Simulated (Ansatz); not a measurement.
[B2H4]− (SMILES B[BH2-]): the vertical detachment energy, rung by rung

The species is [B2H4]− (6 atoms), meant as a doublet with charge -1. SMILES: `B[BH2-]`. Geometry: relaxed at GFN2-xTB.

Each level gives the vertical detachment energy (to the singlet neutral) (eV). The values are calculated.

```tsv
level	kind	program	value (eV)	less FCI/STO-3G
USVWN5/STO-3G	LDA	Ansatz	-1.39	+1.34
UPBE0/STO-3G	global hybrid	Ansatz	-1.48	+1.25
UHSE06/STO-3G	range-separated hybrid	Ansatz	-1.48	+1.25
RPA@PBE/STO-3G	RPA	Ansatz	-2.57	+0.16
UCCSD/STO-3G	coupled cluster or CI	Ansatz	-2.73	0.00
UCCSDT/STO-3G	coupled cluster or CI	Ansatz	-2.73	0.00
UCCSDTQ/STO-3G	coupled cluster or CI	Ansatz	-2.73	0.00
FCI/STO-3G	exact in the basis	Ansatz	-2.73	0.00
```

FCI/STO-3G is exact within its basis and frozen core, so for wave-function methods in that basis the difference is their error; functionals converge differently with the basis, so for them it is only a difference. Sets without diffuse functions describe the anion poorly. The values span -2.73 to -1.39 eV. All rows use very small basis sets, so even the best lies far from the true value.
